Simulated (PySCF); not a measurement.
C4H4F2.
SMILES: `FC(F)C1C=C1`

Theory: MP2 and CCSD/aug-cc-pVDZ in PySCF, restricted Hartree–Fock reference, frozen core, non-relativistic, gas phase, PBE0-D3(BJ)/def2-SVP geometry.

E(HF) = -352.62296 Eh.

**Question.** How large is the problem?

**Answer.** 174 basis functions and 46 electrons; 6 orbitals frozen, which leaves o = 17 correlated occupied and v = 151 virtual orbitals. That is o·v = 2567 singles and o·v(o·v + 1)/2 = 3296028 distinct closed-shell doubles amplitudes before symmetry; the costliest CCSD step grows as o²v⁴ = 1.5 × 10^11.

**Question.** What are the MP2 and CCSD correlation energies?

**Answer.** MP2 -0.9478 Eh and CCSD -0.9817 Eh, which gives totals of -353.57072 and -353.60467 Eh. That is 0.786 eV for each correlated electron at CCSD (2577 kJ/mol in all, 0.278 % of the total energy); MP2 gives 96.5 % of the CCSD value.

**Question.** What is the T1 diagnostic?

**Answer.** 0.0123, below the customary warning level of 0.02. It is the norm of the spatial-orbital singles amplitudes over the root of the number of correlated electrons, so the norm is 0.072.

**Question.** How does correlation change the dipole moment?

**Answer.** HF gives 3.18 D and CCSD (unrelaxed density) 2.90 D, a change of -0.28 D.

No triples correction and no basis-set extrapolation were made.

The values belong to the conformer `[F:1][CH:2]([F:3])[CH:4]1[CH:5]=[CH:6]1`: F1–C2–C4–C5 -151°.
